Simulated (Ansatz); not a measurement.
# CHCl3: the cost of one run

The runs use Ansatz 0.2.0, Gaussian basis; cc-pV(Q+d)Z, core rule «outside noble gas», up to 16 orbitals frozen.

To be run: UHF; CCSD(T) on RHF; BCCD(T) on RHF.

18 further runs of the same task are left out: 1 that didn't finish, 17 set aside as unsound or not needed.

## 1. The system

The geometry is an MP2(full)/6-31G* stationary point (not a proven minimum).

5 atoms, charge 0, spin multiplicity 1.

Atoms are counted from 1 here; the program's logs count them from 0.

Bond lengths: C1–H2 1.086 Å, C1–Cl3 1.765 Å, C1–Cl4 1.765 Å, C1–Cl5 1.765 Å. Angles: H2–C1–Cl3 107.6°, H2–C1–Cl4 107.6°, H2–C1–Cl5 107.6°, Cl3–C1–Cl4 111.2°, Cl3–C1–Cl5 111.2°, Cl4–C1–Cl5 111.2°.

Coordinates:

```xyz
5
CHCl3
C     0.0000    0.0000    0.4675
H     0.0000    0.0000    1.5534
Cl    0.0000    1.6817   -0.0675
Cl    1.4564   -0.8409   -0.0675
Cl   -1.4564   -0.8409   -0.0675
```

## 2. UHF

Input file in.yaml:

```yaml
crystal:
  periodic: [false, false, false]
  atoms:
    - {symbol: C, position_ang: [0.000000, 0.000000, 0.467457]}
    - {symbol: H, position_ang: [0.000000, 0.000000, 1.553364]}
    - {symbol: Cl, position_ang: [0.000000, 1.681723, -0.067509]}
    - {symbol: Cl, position_ang: [1.456415, -0.840862, -0.067509]}
    - {symbol: Cl, position_ang: [-1.456415, -0.840862, -0.067509]}
basis:
  gaussian: {orbitals: "cc-pV(Q+d)Z.json"}
magnetization: {spin_polarized: true, initial_magnetization: 0}
hamiltonian: {xc: hf}
output: {orbitals: {seedname: orbitals}}
```

On the command line:

```bash
ansatz run in.yaml --threads 1 --pin off --events-out ev --progress --plain --max-ram 2560MiB --backend cpu
```

**Question.** How long does this run take on 1 thread of AMD EPYC 7R13, shared host, and how much memory does it need?

About 21 s, with a peak of 0.89 GiB.
